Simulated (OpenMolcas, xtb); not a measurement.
How methods differ on B2NH5 (SMILES BNB)

The species is B2NH5 (8 atoms), meant as a singlet with charge 0. SMILES: `BNB`. The coordinates come from a PBE0-D4/def2-TZVP relaxation.

Quantity: the HOMO–LUMO gap, in eV. The values are calculated.

```json
{"level": "GFN1-xTB", "kind": "semi-empirical", "program": "xtb", "value (eV)": "4.73", "CPU time": "under 2 s"}
{"level": "HF/aug-cc-pVDZ", "kind": "Hartree–Fock", "program": "OpenMolcas", "value (eV)": "13.68", "CPU time": "14 s"}
{"level": "SVWN5/aug-cc-pVDZ", "kind": "LDA", "program": "OpenMolcas", "value (eV)": "5.03", "CPU time": "36 s"}
{"level": "revPBE/aug-cc-pVDZ", "kind": "GGA", "program": "OpenMolcas", "value (eV)": "5.41", "CPU time": "54 s"}
{"level": "TPSS/aug-cc-pVDZ", "kind": "meta-GGA", "program": "OpenMolcas", "value (eV)": "5.84", "CPU time": "71 s"}
{"level": "B3LYP/aug-cc-pVDZ", "kind": "global hybrid", "program": "OpenMolcas", "value (eV)": "7.38", "CPU time": "48 s"}
{"level": "PBE0/aug-cc-pVDZ", "kind": "global hybrid", "program": "OpenMolcas", "value (eV)": "7.78", "CPU time": "47 s"}
{"level": "B2PLYP/aug-cc-pVDZ", "kind": "double hybrid", "program": "OpenMolcas", "value (eV)": "10.51", "CPU time": "35 s"}
```

The values span 4.73 to 13.68 eV. Orbital gaps aren't excitation energies, and those of double hybrids come from the SCF part alone; they tend to grow with the share of exact exchange. CPU times are rough (shared hosts, several kinds of processor and program).
